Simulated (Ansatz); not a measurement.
Relaxation of AlClH$_{5}$N (8 atoms, charge 0, multiplicity 1), to a largest force component of 0.03 eV/Å in at most 50 steps.

Computed with RKS B3LYP-D4/def2-SVP (Ansatz 0.2.0).

```xyz
8
Properties=species:S:1:pos:R:3:forces:R:3
Al 0.045 0.484 -0.458 0.02 -0.30 -0.09
Cl 0.019 0.275 2.963 -0.06 0.73 -0.68
N 1.640 0.037 -1.089 -0.02 0.02 0.03
H 1.847 -0.822 -1.590 0.01 0.00 -0.01
H 2.494 0.570 -0.954 0.01 0.00 0.00
H -1.209 -0.421 -0.769 0.00 0.00 0.00
H -0.061 1.841 0.326 -0.01 0.29 0.14
H -0.066 1.301 2.106 0.07 -0.73 0.61
```

Question: Where does it end, and by what steps?

Answer: The forces met the threshold. After 13 steps the energy has fallen by 0.063 eV; H8 moved furthest, 0.50 Å.

```json
{"step": "0", "energy less start (eV)": "0.0000", "largest force component (eV/Å)": "0.730", "accepted": "yes"}
{"step": "1", "energy less start (eV)": "-0.0150", "largest force component (eV/Å)": "0.581", "accepted": "yes"}
{"step": "2", "energy less start (eV)": "-0.0259", "largest force component (eV/Å)": "0.511", "accepted": "yes"}
{"step": "3", "energy less start (eV)": "-0.0277", "largest force component (eV/Å)": "0.603", "accepted": "yes"}
{"step": "4", "energy less start (eV)": "-0.0313", "largest force component (eV/Å)": "0.538", "accepted": "yes"}
{"step": "5", "energy less start (eV)": "-0.0437", "largest force component (eV/Å)": "0.075", "accepted": "yes"}
{"step": "6", "energy less start (eV)": "-0.0508", "largest force component (eV/Å)": "0.082", "accepted": "yes"}
{"step": "7", "energy less start (eV)": "-0.0546", "largest force component (eV/Å)": "0.052", "accepted": "yes"}
{"step": "8", "energy less start (eV)": "-0.0473", "largest force component (eV/Å)": "0.890", "accepted": "no"}
{"step": "9", "energy less start (eV)": "-0.0583", "largest force component (eV/Å)": "0.065", "accepted": "yes"}
{"step": "10", "energy less start (eV)": "-0.0608", "largest force component (eV/Å)": "0.229", "accepted": "yes"}
{"step": "11", "energy less start (eV)": "-0.0627", "largest force component (eV/Å)": "0.052", "accepted": "yes"}
{"step": "12", "energy less start (eV)": "-0.0627", "largest force component (eV/Å)": "0.030", "accepted": "yes"}
{"step": "13", "energy less start (eV)": "-0.0628", "largest force component (eV/Å)": "0.004", "accepted": "yes"}
```

```xyz
8
Properties=species:S:1:pos:R:3
Al 0.037 0.528 -0.451
Cl 0.029 0.078 2.502
N 1.638 0.019 -1.035
H 1.862 -0.906 -1.391
H 2.477 0.593 -1.024
H -1.181 -0.460 -0.655
H -0.119 2.048 -0.013
H -0.033 1.366 2.602
```

Time of the run: 43 s on 1 thread of Arm Neoverse V1, with other jobs on the host, peak memory 0.14 GiB.
